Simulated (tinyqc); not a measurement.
CCSD on RHF in the sto-6g basis, for H2O, spin multiplicity 1, step by step (part 1 of 2). Computed by tinyqc, a small Python program that keeps every step (integrals from PySCF). Settings: charge = 0, multiplicity = 1, basis = sto-6g, method = RHF, energy threshold = 1e-10, iteration cap = 64, orthogonalisation = canonical, start = Wolfsberg-Helmholz matrix, DIIS depth = 6, amplitude equations = CCSD, DIIS depth for amplitudes = 0, cap on updates = 60. Command: `OMP_NUM_THREADS=1 python tinyqc.py 31920 31921 out.jsonl` (the two numbers bound the seeds that draw the settings). One thread of a shared host (Intel(R) Xeon(R) Processor @ 2.60GHz), about 0.3 s of CPU time with the checks. Later iterations appear only in the table of the cycle.

## One-electron integrals

Geometry (angstrom):
```
atom         x          y         z
O     0.000000   0.000000  0.000000
H     0.000000   0.887000  0.589000
H     0.000000  -0.887000  0.589000
```

Basis sto-6g: exponents (1/bohr^2) and contraction coefficients of normalised primitives:
```
element  l (shell)     exponent  coefficient
O            s (1)  1355.584234     0.009164
O            s (1)   248.544885     0.049361
O            s (1)    69.533902     0.168538
O            s (1)    23.886772     0.370563
O            s (1)     9.275933     0.416492
O            s (1)     3.820341     0.130334
O            s (2)    52.187762    -0.013253
O            s (2)    10.329320    -0.046992
O            s (2)     3.210345    -0.033785
O            s (2)     1.235135     0.250242
O            s (2)     0.536420     0.595117
O            s (2)     0.245881     0.240706
O            p (3)    52.187762     0.003760
O            p (3)    10.329320     0.037679
O            p (3)     3.210345     0.173897
O            p (3)     1.235135     0.418036
O            p (3)     0.536420     0.425860
O            p (3)     0.245881     0.101708
H            s (1)    35.523221     0.009164
H            s (1)     6.513144     0.049361
H            s (1)     1.822143     0.168538
H            s (1)     0.625955     0.370563
H            s (1)     0.243077     0.416492
H            s (1)     0.100112     0.130334
```

Overlap, kinetic and nuclear-attraction integrals over the contracted functions; the nuclear repulsion is the sum of Za Zb / Rab.

nuclear repulsion = 8.25025187 hartree

overlap S:
```
           1O 1s     1O 2s    1O 2px     1O 2py    1O 2pz     2H 1s      3H 1s
1O 1s   1.000000  0.231145  0.000000   0.000000  0.000000  0.043288   0.043288
1O 2s   0.231145  1.000000  0.000000   0.000000  0.000000  0.409205   0.409205
1O 2px  0.000000  0.000000  1.000000   0.000000  0.000000  0.000000   0.000000
1O 2py  0.000000  0.000000  0.000000   1.000000  0.000000  0.294460  -0.294460
1O 2pz  0.000000  0.000000  0.000000   0.000000  1.000000  0.195532   0.195532
2H 1s   0.043288  0.409205  0.000000   0.294460  0.195532  1.000000   0.170911
3H 1s   0.043288  0.409205  0.000000  -0.294460  0.195532  0.170911   1.000000
```

kinetic energy T (hartree):
```
            1O 1s      1O 2s    1O 2px     1O 2py    1O 2pz      2H 1s      3H 1s
1O 1s   29.327197  -0.896024  0.000000   0.000000  0.000000  -0.005309  -0.005309
1O 2s   -0.896024   0.842618  0.000000   0.000000  0.000000   0.082030   0.082030
1O 2px   0.000000   0.000000  2.531309   0.000000  0.000000   0.000000   0.000000
1O 2py   0.000000   0.000000  0.000000   2.531309  0.000000   0.172388  -0.172388
1O 2pz   0.000000   0.000000  0.000000   0.000000  2.531309   0.114472   0.114472
2H 1s   -0.005309   0.082030  0.000000   0.172388  0.114472   0.768522  -0.007221
3H 1s   -0.005309   0.082030  0.000000  -0.172388  0.114472  -0.007221   0.768522
```

nuclear attraction V (hartree):
```
             1O 1s      1O 2s     1O 2px      1O 2py     1O 2pz      2H 1s      3H 1s
1O 1s   -62.252310  -6.381038   0.000000    0.000000  -0.014685  -1.366750  -1.366750
1O 2s    -6.381038  -9.987459   0.000000    0.000000  -0.168537  -3.173883  -3.173883
1O 2px    0.000000   0.000000  -9.921770    0.000000   0.000000   0.000000   0.000000
1O 2py    0.000000   0.000000   0.000000  -10.057684   0.000000  -2.029220   2.029220
1O 2pz   -0.014685  -0.168537   0.000000    0.000000  -9.981700  -1.391745  -1.391745
2H 1s    -1.366750  -3.173883   0.000000   -2.029220  -1.391745  -5.418904  -1.039590
3H 1s    -1.366750  -3.173883   0.000000    2.029220  -1.391745  -1.039590  -5.418904
```

core Hamiltonian H = T + V (hartree):
```
             1O 1s      1O 2s     1O 2px     1O 2py     1O 2pz      2H 1s      3H 1s
1O 1s   -32.925112  -7.277062   0.000000   0.000000  -0.014685  -1.372059  -1.372059
1O 2s    -7.277062  -9.144841   0.000000   0.000000  -0.168537  -3.091853  -3.091853
1O 2px    0.000000   0.000000  -7.390461   0.000000   0.000000   0.000000   0.000000
1O 2py    0.000000   0.000000   0.000000  -7.526375   0.000000  -1.856832   1.856832
1O 2pz   -0.014685  -0.168537   0.000000   0.000000  -7.450391  -1.277274  -1.277274
2H 1s    -1.372059  -3.091853   0.000000  -1.856832  -1.277274  -4.650382  -1.046811
3H 1s    -1.372059  -3.091853   0.000000   1.856832  -1.277274  -1.046811  -4.650382
```

## Two-electron integrals

Functions are numbered as in S; the eight-fold symmetry (ij|kl) = (ji|kl) = (kl|ij) leaves the list below.

Two-electron integrals (ij|kl) in chemists' order, unique and non-zero (hartree):
```
(11|11) 4.787491    (21|11) 0.675884    (21|21) 0.121505    (22|11) 1.117379
(22|21) 0.249212    (22|22) 0.817383    (31|31) 0.025762    (32|31) 0.039145
(32|32) 0.180664    (33|11) 1.117381    (33|21) 0.249212    (33|22) 0.817382
(33|33) 0.880663    (41|41) 0.025762    (42|41) 0.039145    (42|42) 0.180664
(43|43) 0.047461    (44|11) 1.117381    (44|21) 0.249212    (44|22) 0.817382
(44|33) 0.785741    (44|44) 0.880663    (51|51) 0.025762    (52|51) 0.039145
(52|52) 0.180664    (53|53) 0.047461    (54|54) 0.047461    (55|11) 1.117381
(55|21) 0.249212    (55|22) 0.817382    (55|33) 0.785741    (55|44) 0.785741
(55|55) 0.880663    (61|11) 0.134875    (61|21) 0.023245    (61|22) 0.046649
(61|33) 0.046549    (61|41) 0.000949    (61|42) 0.001855    (61|44) 0.046757
(61|51) 0.000630    (61|52) 0.001232    (61|54) 0.000138    (61|55) 0.046641
(61|61) 0.004533    (62|11) 0.334386    (62|21) 0.075654    (62|22) 0.275559
(62|33) 0.270937    (62|41) 0.005055    (62|42) 0.037637    (62|44) 0.280560
(62|51) 0.003357    (62|52) 0.024993    (62|54) 0.006390    (62|55) 0.275180
(62|61) 0.014558    (62|62) 0.116612    (63|31) 0.008319    (63|32) 0.047116
(63|43) 0.007727    (63|53) 0.005131    (63|63) 0.016297    (64|11) 0.203739
(64|21) 0.046741    (64|22) 0.181570    (64|33) 0.173447    (64|41) 0.011037
(64|42) 0.070403    (64|44) 0.195088    (64|51) 0.001805    (64|52) 0.015463
(64|54) 0.009240    (64|55) 0.176176    (64|61) 0.009396    (64|62) 0.093413
(64|64) 0.090277    (65|11) 0.135290    (65|21) 0.031038    (65|22) 0.120569
(65|33) 0.115175    (65|41) 0.001805    (65|42) 0.015463    (65|44) 0.119284
(65|51) 0.009517    (65|52) 0.057385    (65|54) 0.010455    (65|55) 0.127248
(65|61) 0.006239    (65|62) 0.062029    (65|64) 0.049126    (65|65) 0.048918
(66|11) 0.484725    (66|21) 0.111710    (66|22) 0.466029    (66|33) 0.447626
(66|41) 0.009486    (66|42) 0.097169    (66|44) 0.485939    (66|51) 0.006299
(66|52) 0.064523    (66|54) 0.025441    (66|55) 0.464520    (66|61) 0.021706
(66|62) 0.252463    (66|64) 0.230736    (66|65) 0.153217    (66|66) 0.774999
(71|11) 0.134875    (71|21) 0.023245    (71|22) 0.046649    (71|33) 0.046549
(71|41) -0.000949   (71|42) -0.001855   (71|44) 0.046757    (71|51) 0.000630
(71|52) 0.001232    (71|54) -0.000138   (71|55) 0.046641    (71|61) 0.004457
(71|62) 0.014016    (71|64) 0.008263    (71|65) 0.006009    (71|66) 0.020624
(71|71) 0.004533    (72|11) 0.334386    (72|21) 0.075654    (72|22) 0.275559
(72|33) 0.270937    (72|41) -0.005055   (72|42) -0.037637   (72|44) 0.280560
(72|51) 0.003357    (72|52) 0.024993    (72|54) -0.006390   (72|55) 0.275180
(72|61) 0.014016    (72|62) 0.091817    (72|64) 0.051183    (72|65) 0.047389
(72|66) 0.159557    (72|71) 0.014558    (72|72) 0.116612    (73|31) 0.008319
(73|32) 0.047116    (73|43) -0.007727   (73|53) 0.005131    (73|63) 0.012335
(73|73) 0.016297    (74|11) -0.203739   (74|21) -0.046741   (74|22) -0.181570
(74|33) -0.173447   (74|41) 0.011037    (74|42) 0.070403    (74|44) -0.195088
(74|51) -0.001805   (74|52) -0.015463   (74|54) 0.009240    (74|55) -0.176176
(74|61) -0.008263   (74|62) -0.051183   (74|64) -0.016845   (74|65) -0.025872
(74|66) -0.080713   (74|71) -0.009396   (74|72) -0.093413   (74|74) 0.090277
(75|11) 0.135290    (75|21) 0.031038    (75|22) 0.120569    (75|33) 0.115175
(75|41) -0.001805   (75|42) -0.015463   (75|44) 0.119284    (75|51) 0.009517
(75|52) 0.057385    (75|54) -0.010455   (75|55) 0.127248    (75|61) 0.006009
(75|62) 0.047389    (75|64) 0.025872    (75|65) 0.036382    (75|66) 0.089662
(75|71) 0.006239    (75|72) 0.062029    (75|74) -0.049126   (75|75) 0.048918
(76|11) 0.104477    (76|21) 0.023853    (76|22) 0.093513    (76|33) 0.091556
(76|44) 0.093576    (76|51) 0.001706    (76|52) 0.014823    (76|55) 0.095407
(76|61) 0.004528    (76|62) 0.038423    (76|64) 0.026735    (76|65) 0.023005
(76|66) 0.084586    (76|71) 0.004528    (76|72) 0.038423    (76|74) -0.026735
(76|75) 0.023005    (76|76) 0.015571    (77|11) 0.484725    (77|21) 0.111710
(77|22) 0.466029    (77|33) 0.447626    (77|41) -0.009486   (77|42) -0.097169
(77|44) 0.485939    (77|51) 0.006299    (77|52) 0.064523    (77|54) -0.025441
(77|55) 0.464520    (77|61) 0.020624    (77|62) 0.159557    (77|64) 0.080713
(77|65) 0.089662    (77|66) 0.295983    (77|71) 0.021706    (77|72) 0.252463
(77|74) -0.230736   (77|75) 0.153217    (77|76) 0.084586    (77|77) 0.774999
```

## Orthogonalisation

S = U s U^T; canonical form X = U s^(-1/2), so that X^T S X = 1. Each column of U has its largest component positive (the first on a tie).

eigenvalues of S: 0.413433  0.489438  0.895000  1.000000  1.085357  1.339652  1.777121

X:
```
                1          2          3         4          5          6         7
1O 1s   -0.325479   0.000000   0.744838  0.000000  -0.610018   0.000000  0.177175
1O 2s    1.081981   0.000000  -0.272661  0.000000  -0.278903   0.000000  0.453221
1O 2px   0.000000   0.000000   0.000000  1.000000   0.000000   0.000000  0.000000
1O 2py   0.000000   0.903450   0.000000  0.000000   0.000000   0.669521  0.000000
1O 2pz   0.455720   0.000000   0.653201  0.000000   0.656075   0.000000  0.191383
2H 1s   -0.683546  -0.783243  -0.175384  0.000000   0.143200   0.386137  0.380316
3H 1s   -0.683546   0.783243  -0.175384  0.000000   0.143200  -0.386137  0.380316
```

## Starting guess

The start is the generalised Wolfsberg-Helmholz matrix (K = 1.75) built on H; D = 2 C_occ C_occ^T.

D at the start:
```
            1O 1s      1O 2s    1O 2px     1O 2py     1O 2pz      2H 1s      3H 1s
1O 1s    2.064245  -0.266929  0.000000   0.000000   0.090198  -0.133171  -0.133171
1O 2s   -0.266929   1.227742  0.000000   0.000000  -0.343808   0.359014   0.359014
1O 2px   0.000000   0.000000  2.000000   0.000000   0.000000   0.000000   0.000000
1O 2py   0.000000   0.000000  0.000000   1.443579   0.000000   0.351747  -0.351747
1O 2pz   0.090198  -0.343808  0.000000   0.000000   1.869043   0.112652   0.112652
2H 1s   -0.133171   0.359014  0.000000   0.351747   0.112652   0.217946   0.046530
3H 1s   -0.133171   0.359014  0.000000  -0.351747   0.112652   0.046530   0.217946
```

## Iteration 1: building the Fock matrix

J_ij = sum D_kl (ij|kl), K_ij = sum D_kl (ik|jl); F = H + J - 0.5 K; E = tr D H + tr D J / 2 - 0.25 tr D K + E_nn.

Coulomb J (hartree):
```
            1O 1s      1O 2s    1O 2px     1O 2py     1O 2pz     2H 1s      3H 1s
1O 1s   17.806788   3.187190  0.000000   0.000000  -0.008052  0.613268   0.613268
1O 2s    3.187190   8.411984  0.000000   0.000000  -0.004812  2.794604   2.794604
1O 2px   0.000000   0.000000  8.405084   0.000000   0.000000  0.000000   0.000000
1O 2py   0.000000   0.000000  0.000000   8.415164   0.000000  1.827772  -1.827772
1O 2pz  -0.008052  -0.004812  0.000000   0.000000   8.415699  1.215724   1.215724
2H 1s    0.613268   2.794604  0.000000   1.827772   1.215724  4.734517   0.943442
3H 1s    0.613268   2.794604  0.000000  -1.827772   1.215724  0.943442   4.734517
```

exchange K (hartree):
```
           1O 1s      1O 2s    1O 2px     1O 2py     1O 2pz     2H 1s      3H 1s
1O 1s   9.773312   1.584536  0.000000   0.000000   0.008237  0.318800   0.318800
1O 2s   1.584536   2.560118  0.000000   0.000000  -0.100020  1.006398   1.006398
1O 2px  0.000000   0.000000  2.257302   0.000000   0.000000  0.000000   0.000000
1O 2py  0.000000   0.000000  0.000000   2.120684   0.000000  0.627364  -0.627364
1O 2pz  0.008237  -0.100020  0.000000   0.000000   2.237619  0.381455   0.381455
2H 1s   0.318800   1.006398  0.000000   0.627364   0.381455  0.922841   0.325531
3H 1s   0.318800   1.006398  0.000000  -0.627364   0.381455  0.325531   0.922841
```

Fock matrix F (hartree):
```
             1O 1s      1O 2s     1O 2px     1O 2py     1O 2pz      2H 1s      3H 1s
1O 1s   -20.004981  -4.882141   0.000000   0.000000  -0.026856  -0.918191  -0.918191
1O 2s    -4.882141  -2.012916   0.000000   0.000000  -0.123339  -0.800448  -0.800448
1O 2px    0.000000   0.000000  -0.114028   0.000000   0.000000   0.000000   0.000000
1O 2py    0.000000   0.000000   0.000000  -0.171553   0.000000  -0.342741   0.342741
1O 2pz   -0.026856  -0.123339   0.000000   0.000000  -0.153502  -0.252277  -0.252277
2H 1s    -0.918191  -0.800448   0.000000  -0.342741  -0.252277  -0.377285  -0.266135
3H 1s    -0.918191  -0.800448   0.000000   0.342741  -0.252277  -0.266135  -0.377285
```

total energy of this density = -75.28768064 hartree

## Iteration 1: diagonalisation and new density

Diagonalise F' = X^T F X, C = X C', fill 5 alpha and 5 beta electrons from the bottom; D = 2 C_occ C_occ^T. Each column has its largest component positive (the first on a tie).

F' = X^T F X (hartree):
```
           1         2          3          4          5          6          7
1   0.081281  0.000000   1.901786   0.000000  -1.603997   0.000000   0.485911
2   0.000000  0.693723   0.000000   0.000000   0.000000   0.083795   0.000000
3   1.901786  0.000000  -8.910084   0.000000   8.750021   0.000000  -4.052139
4   0.000000  0.000000   0.000000  -0.114028   0.000000   0.000000   0.000000
5  -1.603997  0.000000   8.750021   0.000000  -8.934050   0.000000   4.193805
6   0.000000  0.083795   0.000000   0.000000   0.000000  -0.464477   0.000000
7   0.485911  0.000000  -4.052139   0.000000   4.193805   0.000000  -2.913291
```

orbital energies (hartree): MO1 -20.009148, MO2 -1.002596, MO3 -0.470508, MO4 -0.196917, MO5 -0.114028, MO6 0.532516, MO7 0.699755

coefficients C:
```
              MO1        MO2        MO3        MO4       MO5        MO6        MO7
1O 1s    0.996204  -0.208043   0.000000   0.100475  0.000000  -0.135774   0.000000
1O 2s    0.017394   0.762131   0.000000  -0.499461  0.000000   0.835233   0.000000
1O 2px   0.000000   0.000000   0.000000   0.000000  1.000000   0.000000   0.000000
1O 2py   0.000000   0.000000   0.602936   0.000000  0.000000   0.000000   0.949183
1O 2pz   0.002866   0.134827   0.000000   0.826246  0.000000   0.632887   0.000000
2H 1s   -0.003825   0.231762   0.441369   0.221674  0.000000  -0.748514  -0.753502
3H 1s   -0.003825   0.231762  -0.441369   0.221674  0.000000  -0.748514   0.753502
```

D after iteration 1:
```
            1O 1s      1O 2s    1O 2px     1O 2py     1O 2pz      2H 1s      3H 1s
1O 1s    2.091598  -0.382824  0.000000   0.000000   0.115644  -0.059508  -0.059508
1O 2s   -0.382824   1.661216  0.000000   0.000000  -0.619744   0.131698   0.131698
1O 2px   0.000000   0.000000  2.000000   0.000000   0.000000   0.000000   0.000000
1O 2py   0.000000   0.000000  0.000000   0.727064   0.000000   0.532235  -0.532235
1O 2pz   0.115644  -0.619744  0.000000   0.000000   1.401738   0.428788   0.428788
2H 1s   -0.059508   0.131698  0.000000   0.532235   0.428788   0.595348  -0.183878
3H 1s   -0.059508   0.131698  0.000000  -0.532235   0.428788  -0.183878   0.595348
```

## Iteration 8 (converged): orbitals

converged F (hartree):
```
             1O 1s      1O 2s     1O 2px     1O 2py     1O 2pz      2H 1s      3H 1s
1O 1s   -20.502463  -4.961741   0.000000   0.000000  -0.025700  -0.936705  -0.936705
1O 2s    -4.961741  -2.306218   0.000000   0.000000  -0.078582  -0.841600  -0.841600
1O 2px    0.000000   0.000000  -0.385901   0.000000   0.000000   0.000000   0.000000
1O 2py    0.000000   0.000000   0.000000  -0.260051   0.000000  -0.382336   0.382336
1O 2pz   -0.025700  -0.078582   0.000000   0.000000  -0.293172  -0.306834  -0.306834
2H 1s    -0.936705  -0.841600   0.000000  -0.382336  -0.306834  -0.447992  -0.252475
3H 1s    -0.936705  -0.841600   0.000000   0.382336  -0.306834  -0.252475  -0.447992
```

As before.

F' = X^T F X (hartree):
```
           1         2          3          4          5          6          7
1  -0.123995  0.000000   2.083124   0.000000  -1.574372   0.000000   0.399327
2   0.000000  0.630051   0.000000   0.000000   0.000000   0.095197   0.000000
3   2.083124  0.000000  -9.226671   0.000000   8.877631   0.000000  -4.120913
4   0.000000  0.000000   0.000000  -0.385901   0.000000   0.000000   0.000000
5  -1.574372  0.000000   8.877631   0.000000  -9.256298   0.000000   4.278579
6   0.000000  0.095197   0.000000   0.000000   0.000000  -0.570251   0.000000
7   0.399327  0.000000  -4.120913   0.000000   4.278579   0.000000  -3.064961
```

orbital energies (hartree): MO1 -20.505500, MO2 -1.220336, MO3 -0.577754, MO4 -0.425644, MO5 -0.385901, MO6 0.479555, MO7 0.637554

coefficients C:
```
              MO1        MO2        MO3        MO4       MO5        MO6        MO7
1O 1s    0.996789  -0.226311   0.000000   0.085133  0.000000   0.110372   0.000000
1O 2s    0.014701   0.876934   0.000000  -0.472415  0.000000  -0.731995   0.000000
1O 2px   0.000000   0.000000   0.000000   0.000000  1.000000   0.000000   0.000000
1O 2py   0.000000   0.000000   0.596463   0.000000  0.000000   0.000000   0.953264
1O 2pz   0.002443   0.089504   0.000000   0.780835  0.000000  -0.695482   0.000000
2H 1s   -0.003052   0.145777   0.446486   0.309414  0.000000   0.739015  -0.750481
3H 1s   -0.003052   0.145777  -0.446486   0.309414  0.000000   0.739015   0.750481
```

D after iteration 8:
```
            1O 1s      1O 2s    1O 2px     1O 2py     1O 2pz      2H 1s      3H 1s
1O 1s    2.104104  -0.448047  0.000000   0.000000   0.097308  -0.019383  -0.019383
1O 2s   -0.448047   1.984810  0.000000   0.000000  -0.580707  -0.036758  -0.036758
1O 2px   0.000000   0.000000  2.000000   0.000000   0.000000   0.000000   0.000000
1O 2py   0.000000   0.000000  0.000000   0.711536   0.000000   0.532625  -0.532625
1O 2pz   0.097308  -0.580707  0.000000   0.000000   1.235440   0.509282   0.509282
2H 1s   -0.019383  -0.036758  0.000000   0.532625   0.509282   0.632694  -0.164706
3H 1s   -0.019383  -0.036758  0.000000  -0.532625   0.509282  -0.164706   0.632694
```

## Convergence

Stop when the energy changes by less than 1e-10 hartree and every element of the error matrix X^T (F D S - S D F) X is below 3e-06.

Course of the cycle:
```
iteration   E (hartree)     change  largest element of the error matrix
1          -75.28768064          -                             6.96e-01
2          -75.63910128  -3.51e-01                             1.60e-01
3          -75.65873444  -1.96e-02                             4.34e-02
4          -75.66085290  -2.12e-03                             9.09e-03
5          -75.66097407  -1.21e-04                             2.17e-03
6          -75.66098746  -1.34e-05                             5.32e-05
7          -75.66098746  -1.66e-09                             4.91e-07
8          -75.66098746  -2.56e-13                             8.29e-10
```

PySCF RHF in the same basis = -75.66098746 hartree

Converged in 8 iterations.

## Populations, bond orders and dipole

Mulliken: Z minus the diagonal of D S on the atom; Loewdin: the same with S^(1/2) D S^(1/2); Mayer order: 2 sum_s sum (D(s) S)_ij (D(s) S)_ji over the two atoms.

Charges (e):
```
atom   Mulliken    Loewdin
1O    -0.309837  -0.226715
2H     0.154919   0.113357
3H     0.154919   0.113357
```

Mayer bond orders:
```
pair     order
2-1   0.959176
3-1   0.959176
3-2   0.016824
```

dipole moment about the origin, x y z (debye): 0.000000  0.000000  1.573709
